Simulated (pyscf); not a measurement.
This saddle point was located with ωB97X-D3(BJ)/def2-SVP in PySCF.

```xyz
14

C     -1.8432     0.7215     0.8478
Al     0.0605    -0.2960     0.5277
C     -0.0489    -1.2571    -1.1758
H     -2.1716    -0.3275     1.0041
H     -2.1351     1.2487     1.7701
H     -2.4504     1.0969     0.0082
H      0.4702    -0.9641     1.9124
H     -0.4386    -0.6173    -1.9867
H      0.9424    -1.6227    -1.4974
H     -0.7079    -2.1403    -1.1130
N      0.7067     1.5164     0.3665
H     -0.6108     1.3893     0.6093
H      1.2556     1.9596     1.1010
H      0.9634     1.9181    -0.5338
```
Charge 0, spin multiplicity 1.

Surface: singlet, charge 0. Lowest wavenumbers (cm⁻¹): 1519i, 98, 111, 154, 170.

### Question
Name the species on either side of this saddle.

### Answer
`[CH3][AlH][CH3]` + `[NH3]` <-> `[CH4]` + `[CH3][AlH][NH2]`, a four-centre exchange read from left to right: Al–C, H–N broken and C–H, Al–N formed. At ωB97M-D3(BJ)/def2-TZVP it lies +4.7 kcal/mol from the left side and +30.2 kcal/mol from the right (each side as separated species at their lowest minima found). On the reactant side the descent ends in an adduct with a Al–N contact (not fully relaxed), 28.8 kcal/mol under the separated species and 32.3 kcal/mol under the saddle at ωB97X-D3(BJ)/def2-TZVP. What is counted as formed (Al–N) is already present as a longer contact in the reactant adduct; forming that adduct is a step of its own. At the saddle there is also a short Al–H contact that neither side keeps. This is the saddle that the search found; another between the same sides may lie lower.
